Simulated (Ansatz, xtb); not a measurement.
# Relative energy of two isomers of C2H5Si+

We compare X, `C1C[SiH+]1`, a singlet, with Y, `C=[Si+]C`, a singlet. Both are isolated ions in the gas phase, relaxed with B3LYP-D3(BJ)/6-311G**.

Task: Which of the two would you expect CCSD(T)/def2-TZVP electronic energies to favour?

Result: Structure Y; the calculation gives E(Y) − E(X) = −0.216 eV.

Level by level:

| level | geometry | E(Y) − E(X) (eV) | departure from the last row (eV) | job, with rough time for the two |
| --- | --- | --- | --- | --- |
| GFN2-xTB | GFN2-xTB | −0.273 | −0.057 | optimisation, 0.61 s |
| HF/STO-3G | GFN2-xTB | +0.646 | +0.862 | single point, 0.89 s |
| r2SCAN-D4/def2-SVP | GFN2-xTB | −0.104 | +0.112 | single point, 5.7 s |
| B3LYP-D3(BJ)/6-311G** | B3LYP-D3(BJ)/6-311G** | −0.228 | −0.012 | optimisation, 100 s |
| HF/def2-TZVP | B3LYP-D3(BJ)/6-311G** | +0.043 | +0.259 | part of the CCSD(T) run |
| MP2/def2-TZVP | B3LYP-D3(BJ)/6-311G** | −0.043 | +0.173 | part of the CCSD(T) run |
| CCSD(T)/def2-TZVP | B3LYP-D3(BJ)/6-311G** | −0.216 |  | single point, 45 s |

As drawn, Y has 1 C=Si, 1 C–H in place of 1 C–C, 1 C–Si, 1 Si–H. Structure X has a 3-membered ring, Y no ring.

HF/STO-3G, HF/def2-TZVP put the two in the other order. The largest departure from CCSD(T)/def2-TZVP is that of HF/STO-3G, 0.862 eV.

With harmonic frequencies from B3LYP-D3(BJ)/6-311G** (ideal gas, rigid rotor, one conformer each, 298.15 K, 1 atm): the zero-point term adds −0.002 eV; ΔH is −0.187 and ΔG −0.281 eV.

The correlated steps freeze 7 core orbitals. Run with Ansatz 0.2.0, xtb 6.7.1; the last row on 1 thread of Intel(R) Xeon(R) Processor @ 2.50GHz (Skylake/Cascade Lake) on a shared host.
